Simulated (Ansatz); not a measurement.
Geometry optimisation, UKS r2SCANh/def2-SVPD (Ansatz 0.2.0).

Input:

```yaml
crystal:
  periodic: [false, false, false]
  atoms:
    - { symbol: O, position_ang: [0.01448, -0.30393, 0.78172] }
    - { symbol: C, position_ang: [0.35436, 0.20153, -0.47612] }
    - { symbol: Na, position_ang: [-0.97545, 2.02429, 0.04306] }
    - { symbol: H, position_ang: [0.08525, -1.26716, 0.81548] }
    - { symbol: H, position_ang: [0.52136, -0.65473, -1.16414] }
magnetization:
  spin_polarized: true
  initial_magnetization: 1
basis:
  gaussian: { orbitals: def2-SVPD }
hamiltonian:
  xc: r2scanh
relax:
  f_tol: 0.02
  max_steps: 40
output:
  orbitals: {}
```

Command:

```bash
$ ansatz run input.yaml --threads 2 --pin off --max-ram 3072MiB --backend cpu --events-out ev --progress --plain --runs-dir out
```

**Question.** Where does it end, and by what steps?

**Answer.** The forces met the threshold. After 10 steps the energy has fallen by 0.107 eV; C2 moved furthest, 0.30 Å.

```json
{"step": "0", "energy less start (eV)": "0.0000", "largest force component (eV/Å)": "0.736", "accepted": "yes"}
{"step": "1", "energy less start (eV)": "-0.0469", "largest force component (eV/Å)": "0.601", "accepted": "yes"}
{"step": "2", "energy less start (eV)": "-0.0619", "largest force component (eV/Å)": "0.287", "accepted": "yes"}
{"step": "3", "energy less start (eV)": "-0.0666", "largest force component (eV/Å)": "0.469", "accepted": "yes"}
{"step": "4", "energy less start (eV)": "-0.0691", "largest force component (eV/Å)": "0.165", "accepted": "yes"}
{"step": "5", "energy less start (eV)": "-0.0741", "largest force component (eV/Å)": "0.265", "accepted": "yes"}
{"step": "6", "energy less start (eV)": "-0.0813", "largest force component (eV/Å)": "0.683", "accepted": "yes"}
{"step": "7", "energy less start (eV)": "-0.0873", "largest force component (eV/Å)": "0.972", "accepted": "yes"}
{"step": "8", "energy less start (eV)": "-0.1056", "largest force component (eV/Å)": "0.185", "accepted": "yes"}
{"step": "9", "energy less start (eV)": "-0.1065", "largest force component (eV/Å)": "0.101", "accepted": "yes"}
{"step": "10", "energy less start (eV)": "-0.1074", "largest force component (eV/Å)": "0.010", "accepted": "yes"}
```

```xyz
5
Properties=species:S:1:pos:R:3
O -0.143 -0.211 0.691
C 0.163 0.150 -0.698
Na -0.850 1.869 0.248
H 0.155 -1.095 0.922
H 0.675 -0.713 -1.163
```

Whether the end is a true minimum wasn't checked by a vibrational analysis.

The run took 72 s on 2 threads of Arm Neoverse N1 (shared host), peak memory 0.21 GiB.
